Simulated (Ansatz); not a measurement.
Results of BLYP in Ansatz (PAW) for corundum (α-Al2O3).

Total energies, extrapolated to zero smearing (they compare only within this program, potentials and cutoff; free atoms with spin allowed, lowest state found):

```
system                       energy (eV/atom)
---------------------------  ----------------
corundum (α-Al2O3), relaxed         -559.5078
free Al atom                        -538.0969
free O atom                         -563.9148
```

Work out the cohesive energy per atom.

E_coh = [2 × (-538.0969) + 3 × (-563.9148)]/5 − (-559.5078) = 5.92 eV/atom. The reference value is 6.43 ± 0.03 eV/atom (worked out here from tabulated enthalpies at 298 K, brought to a static lattice with a Debye model, atoms in their spin–orbit ground levels; inputs from the CRC Handbook), a difference of -0.51 eV/atom.

The PAW data were made under PBE.

Ansatz is an electronic-structure program.
